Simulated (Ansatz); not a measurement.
Mulliken charges of H₄N₂, SMILES `NN` from r2SCAN/def2-TZVPP in Ansatz (PBE0-D4/def2-TZVP geometry).

```tsv
atom	x (Å)	y (Å)	z (Å)	charge (e)
N1	-0.135	-0.702	0.196	-0.299
N2	0.447	0.584	0.090	-0.299
H3	-1.076	-0.738	-0.180	0.133
H4	0.439	-1.352	-0.323	0.165
H5	0.104	1.105	-0.710	0.133
H6	0.222	1.103	0.927	0.165
```

**Question.** By hand: the dipole of these point charges (1 e Å = 4.8032 D).

**Answer.** Σ q r = (-0.113, 0.043, -0.104) e Å, of length 0.159 e Å = 0.76 D.

**Question.** How does the dipole of the full density compare? (Best estimate.)

**Answer.** The calculation gave: (-0.284, 0.107, -0.260) e Å, 1.92 D; the point charges give 0.40 times that, at 0° from its direction.

Point charges leave out the atoms' own dipoles, such as those of lone pairs, and Mulliken's split depends on the basis, so the two needn't agree.
